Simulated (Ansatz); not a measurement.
# CF+ (quintet): wave-function methods side by side, cc-pVTZ

How much of the correlation energy of CF+ (quintet) does each wave-function method recover here?

Method: cc-pVTZ, core rule «outside noble gas», up to 2 orbitals frozen; program: Ansatz 0.2.0, Gaussian basis.

To be run: UHF; CCSD(T) on ROHF; CCSD(T) on UHF; BCCD(T) on ROHF; CISD as a restricted active space (open shells left free, so some higher excitations enter); CCSDT(Q) on ROHF; CCSDT(Q) on UHF; CASSCF and MRCISD+Q, 10 electrons in 8 orbitals; CASSCF and NEVPT2, 10 electrons in 8 orbitals.

10 further runs of the same task are left out: 3 that didn't finish, 7 set aside as unsound or not needed. Runs told in other sessions of the task aren't counted.

## (1) The geometry

The geometry is a PBE0/def2-TZVP stationary point (not a proven minimum) of the parent state, kept for this charge and spin.

2 atoms, charge 1, spin multiplicity 5.

Atoms are counted from 1 here; the program's logs count them from 0.

Bond lengths: C1–F2 1.207 Å.

In the tables R marks a restricted open-shell determinant and U an unrestricted one; 'valence' is the active space of 10 electrons in 8 orbitals; energies count from the table's Hartree-Fock row.

## (2) UHF

Contents of in.yaml:

```yaml
crystal:
  periodic: [false, false, false]
  atoms:
    - {symbol: C, position_ang: [0.000000, 0.000000, 0.000000]}
    - {symbol: F, position_ang: [0.000000, 0.000000, 1.206700]}
basis:
  gaussian: {orbitals: cc-pVTZ}
total_charge: 1
magnetization: {spin_polarized: true, initial_magnetization: 4}
hamiltonian: {xc: hf}
output: {orbitals: {seedname: orbitals}}
```

Started as:

```
> ansatz run in.yaml --threads 1 --pin off --events-out ev --progress --plain --max-ram 2393MiB
```

Standard output:

```text
Functional definition: HF
  name "HF"
  cite "Fock, Z. Phys. 61, 126 (1930) doi:10.1007/BF01340294"
  parent pbe
  exchange = exact_x
  correlation = 0
402 factors; their error is unknown
mean field evaluation 1: about -3713.7529 eV, gradient 1.6e1 eV
mean field evaluation 2: about -3715.2422 eV, gradient 5.5e0 eV
mean field evaluation 4: about -3715.5735 eV, gradient 7.5e-1 eV
mean field evaluation 8: about -3715.6201 eV, gradient 2.4e-1 eV
mean field evaluation 16: about -3715.2861 eV, gradient 5.5e0 eV
mean field -3715.62019743 eV, -136.5465237179 hartree, gradient 1.6e-5 eV, S^2 6.005498; 0 other end points of the search recorded, 0 dependent functions left out
reference -3715.62019743 eV, -136.5465237179 hartree; 9, 5 occupied and 51, 55 virtual orbitals, 402 factors
Total energy: -3715.62019743 eV, -136.5465237179 hartree
```

Run time: 0.15 s. Hardware: 1 thread of Arm Neoverse V2, shared host.

From the report: ⟨S²⟩ of the determinant 6.005 (pure quintet: 6.00).

## (3) CCSD(T) on ROHF

Contents of in.yaml:

```yaml
crystal:
  periodic: [false, false, false]
  atoms:
    - {symbol: C, position_ang: [0.000000, 0.000000, 0.000000]}
    - {symbol: F, position_ang: [0.000000, 0.000000, 1.206700]}
basis:
  gaussian: {orbitals: cc-pVTZ}
total_charge: 1
magnetization: {spin_polarized: false, initial_magnetization: 4}
correlation: {method: ccsd_t, electrons: outside_noble_gas}
```

Same command.

Standard output, cut to the lines that bear on the results:

```text
Functional definition: HF
  name "HF"
  cite "Fock, Z. Phys. 61, 126 (1930) doi:10.1007/BF01340294"
  parent pbe
[...]
372 factors; integrals over basis functions are off by at most 9.6e-4 eV
[...]
mean field -3715.44884338 eV, -136.5402265724 hartree, gradient 1.7e-6 eV, S^2 6.000000; 2 other end points of the search recorded, 0 dependent functions left out
2 core orbitals not correlated: weight in the atoms' cores, before any rotation towards them, 1.000 or more for the frozen orbitals, at most 0.000 for the correlated occupied ones
reference -3715.44884338 eV, -136.5402265724 hartree; 7, 3 occupied and 51, 55 virtual orbitals, 372 factors
second order -6.38352373 eV of doubles, -0.12441133 eV of singles
cycle   1  -6.86034074 eV  change   -3.5e-1 eV  update   3.6e-2
[...]
cycle   9  -7.00658459 eV  change   -1.3e-6 eV  update   6.1e-6
perturbative correction -0.14103798 eV, -0.0051830503 hartree
Total energy: -3722.59646595 eV, -136.8028968572 hartree
```

Wall time 1.1 s (1 thread of Arm Neoverse V2, shared host).

From the report: correlation -7.1476 eV; T1 0.013; largest double amplitude 0.03.

## (4) CCSD(T) on UHF

in.yaml: that of step 3 with these lines changed.

```diff
@@ -8,3 +8,3 @@
 total_charge: 1
-magnetization: {spin_polarized: false, initial_magnetization: 4}
+magnetization: {spin_polarized: true, initial_magnetization: 4}
 correlation: {method: ccsd_t, electrons: outside_noble_gas}
```

The command is unchanged.

Standard output, cut to the lines that bear on the results:

```text
Functional definition: HF
  name "HF"
  cite "Fock, Z. Phys. 61, 126 (1930) doi:10.1007/BF01340294"
  parent pbe
[...]
372 factors; integrals over basis functions are off by at most 9.6e-4 eV
[...]
mean field -3715.62030748 eV, -136.5465277621 hartree, gradient 3.2e-6 eV, S^2 6.005498; 2 other end points of the search recorded, 0 dependent functions left out
2 core orbitals not correlated: weight in the atoms' cores, before any rotation towards them, 1.000 or more for the frozen orbitals, at most 0.000 for the correlated occupied ones
reference -3715.62030748 eV, -136.5465277621 hartree; 7, 3 occupied and 51, 55 virtual orbitals, 372 factors
second order -6.32771920 eV of doubles, -0.00000000 eV of singles
cycle   1  -6.68889493 eV  change   -3.6e-1 eV  update   3.6e-2
[...]
cycle   9  -6.83973618 eV  change   -1.9e-6 eV  update   6.3e-6
perturbative correction -0.13937735 eV, -0.0051220231 hartree
Total energy: -3722.59942101 eV, -136.8030054536 hartree
```

Wall time 1.1 s (1 thread of Arm Neoverse V2, shared host).

From the report: ⟨S²⟩ of the determinant 6.005 (pure quintet: 6.00); correlation -6.9791 eV; T1 0.009; largest double amplitude 0.03.

## (5) BCCD(T) on ROHF

in.yaml: that of step 4 with these lines changed.

```diff
@@ -8,3 +8,3 @@
 total_charge: 1
-magnetization: {spin_polarized: true, initial_magnetization: 4}
-correlation: {method: ccsd_t, electrons: outside_noble_gas}
+magnetization: {spin_polarized: false, initial_magnetization: 4}
+correlation: {method: bccd_t, electrons: outside_noble_gas}
```

The command is unchanged.

Standard output, cut to the lines that bear on the results:

```text
Functional definition: HF
  name "HF"
  cite "Fock, Z. Phys. 61, 126 (1930) doi:10.1007/BF01340294"
  parent pbe
[...]
372 factors; integrals over basis functions are off by at most 9.6e-4 eV
[...]
mean field -3715.44884338 eV, -136.5402265724 hartree, gradient 1.7e-6 eV, S^2 6.000000; 2 other end points of the search recorded, 0 dependent functions left out
2 core orbitals not correlated: weight in the atoms' cores, before any rotation towards them, 1.000 or more for the frozen orbitals, at most 0.000 for the correlated occupied ones
reference -3715.44884338 eV, -136.5402265724 hartree; 7, 3 occupied and 51, 55 virtual orbitals, 372 factors
second order -6.38352373 eV of doubles, -0.12441133 eV of singles
cycle   1  -6.87170079 eV  change   -3.6e-1 eV  update   3.6e-2
[...]
cycle   9  -7.00135574 eV  change   -2.3e-6 eV  update   6.7e-6
perturbative correction -0.14606009 eV, -0.0053676093 hartree
Total energy: -3722.59625920 eV, -136.8028892593 hartree
```

It took 1.5 s on 1 thread of Arm Neoverse V2, shared host.

From the report: correlation -7.1474 eV; largest double amplitude 0.03.

## (6) CISD as a restricted active space (open shells left free, so some higher excitations enter)

in.yaml: that of step 5 with these lines changed.

```diff
@@ -9,2 +9,2 @@
 magnetization: {spin_polarized: false, initial_magnetization: 4}
-correlation: {method: bccd_t, electrons: outside_noble_gas}
+correlation: {active_space: {ras: {orbitals: [3, 4, 51], electrons: 10, max_holes: 2, max_particles: 2}, fixed_orbitals: true}}
```

The command is unchanged.

Standard output:

```text
Functional definition: HF
  name "HF"
  cite "Fock, Z. Phys. 61, 126 (1930) doi:10.1007/BF01340294"
  parent pbe
  exchange = exact_x
  correlation = 0
372 factors; integrals over basis functions are off by at most 9.6e-4 eV
mean field evaluation 1: about -3714.0699 eV, gradient 1.6e1 eV
mean field evaluation 2: about -3714.0764 eV, gradient 1.6e1 eV
mean field evaluation 4: about -3715.4454 eV, gradient 1.1e0 eV
mean field evaluation 8: about -3715.4488 eV, gradient 3.3e-4 eV
mean field evaluation 16: about -3715.4488 eV, gradient 8.3e-7 eV
mean field -3715.44884338 eV, -136.5402265724 hartree, gradient 1.7e-6 eV, S^2 6.000000; 2 other end points of the search recorded, 0 dependent functions left out
reference -3715.44884338 eV, -136.5402265724 hartree; 9, 5 occupied and 51, 55 virtual orbitals, 372 factors
state -3722.26392618 eV, -136.7906762462 hartree
Total energy: -3722.26392618 eV, -136.7906762462 hartree
```

It took 14 s on 1 thread of Arm Neoverse V2, shared host.

From the report: 158,998 determinants.

## (7) CCSDT(Q) on ROHF

in.yaml: that of step 6 with these lines changed.

```diff
@@ -9,2 +9,2 @@
 magnetization: {spin_polarized: false, initial_magnetization: 4}
-correlation: {active_space: {ras: {orbitals: [3, 4, 51], electrons: 10, max_holes: 2, max_particles: 2}, fixed_orbitals: true}}
+correlation: {method: ccsdt_q, electrons: outside_noble_gas}
```

Launched as before.

Standard output, cut to the lines that bear on the results:

```text
Functional definition: HF
  name "HF"
  cite "Fock, Z. Phys. 61, 126 (1930) doi:10.1007/BF01340294"
  parent pbe
[...]
730 factors; integrals over basis functions are off by at most 2.0e-7 eV
[...]
mean field -3715.44887091 eV, -136.5402275844 hartree, gradient 1.7e-6 eV, S^2 6.000000; 2 other end points of the search recorded, 0 dependent functions left out
2 core orbitals not correlated: weight in the atoms' cores, before any rotation towards them, 1.000 or more for the frozen orbitals, at most 0.000 for the correlated occupied ones
reference -3715.44887091 eV, -136.5402275844 hartree; 7, 3 occupied and 51, 55 virtual orbitals, 730 factors
second order -6.38353408 eV of doubles, -0.12441162 eV of singles
cycle   1  -6.86034409 eV  change   -3.5e-1 eV  update   4.2e-2
[...]
cycle  14  -7.15836358 eV  change   -3.1e-8 eV  update   4.5e-7
perturbative correction -0.00227520 eV, -0.0000836121 hartree
Total energy: -3722.60950970 eV, -136.8033762062 hartree
```

Wall time 62 s (1 thread of Arm Neoverse V2, shared host); peak memory 0.87 GiB.

From the report: correlation -7.1606 eV; T1 0.013; largest double amplitude 0.03.

## (8) CCSDT(Q) on UHF

in.yaml: that of step 7 with these lines changed.

```diff
@@ -8,3 +8,3 @@
 total_charge: 1
-magnetization: {spin_polarized: false, initial_magnetization: 4}
+magnetization: {spin_polarized: true, initial_magnetization: 4}
 correlation: {method: ccsdt_q, electrons: outside_noble_gas}
```

Launched as before.

Standard output, cut to the lines that bear on the results:

```text
Functional definition: HF
  name "HF"
  cite "Fock, Z. Phys. 61, 126 (1930) doi:10.1007/BF01340294"
  parent pbe
[...]
730 factors; integrals over basis functions are off by at most 2.0e-7 eV
[...]
mean field -3715.62033542 eV, -136.5465287886 hartree, gradient 1.0e-6 eV, S^2 6.005498; 2 other end points of the search recorded, 0 dependent functions left out
2 core orbitals not correlated: weight in the atoms' cores, before any rotation towards them, 1.000 or more for the frozen orbitals, at most 0.000 for the correlated occupied ones
reference -3715.62033542 eV, -136.5465287886 hartree; 7, 3 occupied and 51, 55 virtual orbitals, 730 factors
second order -6.32772914 eV of doubles, -0.00000000 eV of singles
cycle   1  -6.68889782 eV  change   -3.6e-1 eV  update   4.2e-2
[...]
cycle  14  -6.99010906 eV  change   -1.9e-7 eV  update   5.1e-7
perturbative correction -0.00259326 eV, -0.0000953004 hartree
Total energy: -3722.61303773 eV, -136.8035058589 hartree
```

Wall time 53 s (1 thread of Arm Neoverse V2, shared host); peak memory 0.7 GiB.

From the report: ⟨S²⟩ of the determinant 6.005 (pure quintet: 6.00); correlation -6.9927 eV; T1 0.009; largest double amplitude 0.03.

## (9) CASSCF and MRCISD+Q, 10 electrons in 8 orbitals

Contents of in.yaml:

```yaml
crystal:
  periodic: [false, false, false]
  atoms:
    - {symbol: C, position_ang: [0.000000, 0.000000, 0.000000]}
    - {symbol: F, position_ang: [0.000000, 0.000000, 1.206700]}
basis:
  gaussian: {orbitals: cc-pVTZ}
total_charge: 1
magnetization: {spin_polarized: false, initial_magnetization: 4}
correlation: {method: fic_mrcisd_q, electrons: outside_noble_gas, active_space: {window: {electrons: 10, orbitals: 8}, shells: [{species: C, l: s, shell: 2}, {species: C, l: p, shell: 2}, {species: F, l: s, shell: 2}, {species: F, l: p, shell: 2}]}}
```

Launched as before.

Standard output, cut to the lines that bear on the results:

```text
Functional definition: HF
  name "HF"
  cite "Fock, Z. Phys. 61, 126 (1930) doi:10.1007/BF01340294"
  parent pbe
[...]
730 factors; integrals over basis functions are off by at most 2.0e-7 eV
[...]
mean field -3715.44887091 eV, -136.5402275844 hartree, gradient 1.7e-6 eV, S^2 6.000000; 2 other end points of the search recorded, 0 dependent functions left out
reference -3715.44887091 eV, -136.5402275844 hartree; 9, 5 occupied and 51, 55 virtual orbitals, 730 factors
state -3716.09440812 eV, -136.5639506391 hartree
contracted CI cycle   1: correlation 0.00000000 eV, 0.0000000000 hartree, residual 3.71e1 eV
contracted CI cycle   2: correlation -6.04441328 eV, -0.2221280910 hartree, residual 5.56e0 eV
contracted CI cycle   3: correlation -6.20601132 eV, -0.2280667093 hartree, residual 1.11e0 eV
contracted CI cycle   4: correlation -6.21388338 eV, -0.2283560024 hartree, residual 2.54e-1 eV
contracted CI cycle   5: correlation -6.21427344 eV, -0.2283703366 hartree, residual 5.47e-2 eV
contracted CI cycle   6: correlation -6.21429140 eV, -0.2283709966 hartree, residual 1.23e-2 eV
contracted CI cycle   7: correlation -6.21429228 eV, -0.2283710289 hartree, residual 2.82e-3 eV
contracted CI cycle   8: correlation -6.21429232 eV, -0.2283710306 hartree, residual 5.93e-4 eV
state -3716.09440812 eV, -136.5639506391 hartree; corrected -3722.56017518 eV, -136.8015631958 hartree
Total energy: -3722.56017518 eV, -136.8015631958 hartree
Checks for a lower state left out: starts, orbital_swaps
```

Wall time 1.9 s (1 thread of Arm Neoverse V2, shared host); peak memory 0.25 GiB.

From the report: 112 determinants; active occupations 2.00, 2.00, 1.99, 1.00, 1.00, 1.00, 1.00, 0.01.

## (10) CASSCF and NEVPT2, 10 electrons in 8 orbitals

Contents of in.yaml:

```yaml
crystal:
  periodic: [false, false, false]
  atoms:
    - {symbol: C, position_ang: [0.000000, 0.000000, 0.000000]}
    - {symbol: F, position_ang: [0.000000, 0.000000, 1.206700]}
basis:
  gaussian: {orbitals: cc-pVTZ}
total_charge: 1
magnetization: {spin_polarized: false, initial_magnetization: 4}
correlation: {method: sc_nevpt2, electrons: outside_noble_gas, active_space: {window: {electrons: 10, orbitals: 8}, shells: [{species: C, l: s, shell: 2}, {species: C, l: p, shell: 2}, {species: F, l: s, shell: 2}, {species: F, l: p, shell: 2}]}}
```

The command is unchanged.

Standard output:

```text
Functional definition: HF
  name "HF"
  cite "Fock, Z. Phys. 61, 126 (1930) doi:10.1007/BF01340294"
  parent pbe
  exchange = exact_x
  correlation = 0
730 factors; integrals over basis functions are off by at most 2.0e-7 eV
mean field evaluation 1: about -3714.0706 eV, gradient 1.6e1 eV
mean field evaluation 2: about -3714.0764 eV, gradient 1.6e1 eV
mean field evaluation 4: about -3715.4454 eV, gradient 1.1e0 eV
mean field evaluation 8: about -3715.4489 eV, gradient 3.1e-4 eV
mean field evaluation 16: about -3715.4489 eV, gradient 8.4e-7 eV
mean field -3715.44887091 eV, -136.5402275844 hartree, gradient 1.7e-6 eV, S^2 6.000000; 2 other end points of the search recorded, 0 dependent functions left out
reference -3715.44887091 eV, -136.5402275844 hartree; 9, 5 occupied and 51, 55 virtual orbitals, 730 factors
state -3716.09440812 eV, -136.5639506391 hartree
state -3716.09440812 eV, -136.5639506391 hartree; corrected -3721.64781688 eV, -136.7680346469 hartree
Total energy: -3721.64781688 eV, -136.7680346469 hartree
Checks for a lower state left out: starts, orbital_swaps
```

It took 0.72 s on 1 thread of Arm Neoverse V2, shared host.

From the report: 112 determinants; active occupations 2.00, 2.00, 1.99, 1.00, 1.00, 1.00, 1.00, 0.01.

## (11) Natural occupations

Natural occupations of the CASSCF valence state about the gap (report; correlated orbitals 2 to 8): 1.998, 1.988, 1.001, 1.001, 1.000, 0.999, 0.013. The count of effectively unpaired electrons, Σ n²(2 − n)², is 4.00; a single determinant of this spin has 4.

## (12) The ladder

The yardstick is UCCSDT(Q), where the cluster series has nearly closed. Rows without a time are mean-field rows or come out of runs for another level: lower rungs of the coupled-cluster runs, CASSCF and MRCISD of the multireference runs, or the Hartree-Fock search.

| method | energy from the lowest ROHF (kcal/mol) | from UCCSDT(Q) (kcal/mol) | time |
| --- | --- | --- | --- |
| ROHF | 0.00 | +165.21 |  |
| UHF | -3.95 | +161.26 |  |
| RMP2 | -150.08 | +15.13 |  |
| UMP2 | -149.87 | +15.34 |  |
| CISD | -157.16 | +8.05 | 14 s |
| RCCSD | -161.58 | +3.63 |  |
| UCCSD | -161.68 | +3.53 |  |
| RCCSD(T) | -164.83 | +0.38 | 1.1 s |
| UCCSD(T) | -164.90 | +0.31 | 1.1 s |
| BCCD(T) | -164.82 | +0.39 | 1.5 s |
| RCCSDT | -165.08 | +0.13 |  |
| UCCSDT | -165.15 | +0.06 |  |
| RCCSDT(Q) | -165.13 | +0.08 | 62 s |
| UCCSDT(Q) | -165.21 | 0 | 53 s |
| CASSCF valence | -14.89 | +150.32 |  |
| NEVPT2 valence | -142.95 | +22.26 | 0.72 s |
| MRCISD valence | -158.19 | +7.02 |  |
| MRCISD+Q valence | -163.99 | +1.22 | 1.9 s |

Among the levels timed on like hardware and quicker than the yardstick, those that no quicker one beats, quickest first: NEVPT2 valence (0.72 s, +22.26 kcal/mol); UCCSD(T) (1.1 s, +0.31 kcal/mol).

## (13) Outcome

```
                         quantity                                                   value
    UCCSDT(Q) from the ROHF energy                                              -7.1642 eV
              RMP2 from UCCSDT(Q)                                         +15.13 kcal/mol
              UMP2 from UCCSDT(Q)                                         +15.34 kcal/mol
             RCCSD from UCCSDT(Q)                                          +3.63 kcal/mol
          RCCSD(T) from UCCSDT(Q)                                          +0.38 kcal/mol
          UCCSD(T) from UCCSDT(Q)                                          +0.31 kcal/mol
         RCCSDT(Q) from UCCSDT(Q)                                          +0.08 kcal/mol
    NEVPT2 valence from UCCSDT(Q)                                         +22.26 kcal/mol
  MRCISD+Q valence from UCCSDT(Q)                                          +1.22 kcal/mol
levels within 1 kcal/mol (43 meV)  RCCSD(T), UCCSD(T), BCCD(T), RCCSDT, UCCSDT, RCCSDT(Q)
                    T1 diagnostic                                                   0.013
   effectively unpaired electrons                                                    4.00
```

**Reading.** RCCSD(T) misses by +0.38 kcal/mol, 0.2 % of the correlation energy. One determinant dominates. Of the multireference levels listed MRCISD+Q valence comes nearest in total energy (+1.22 kcal/mol), which doesn't show that its space is the better one. These misses are within one basis, not against nature; the frozen cores of restricted and unrestricted runs differ, which can shift their rows.

With open shells the CI space here admits some higher excitations, so it is larger than plain CISD.

UCCSD(T) reaches 0.31 kcal/mol from the reference in 1.1 s, where UCCSDT(Q) took 53 s; the quickest level in the cost chart, NEVPT2 valence, takes 0.72 s and misses by 22.26 kcal/mol.
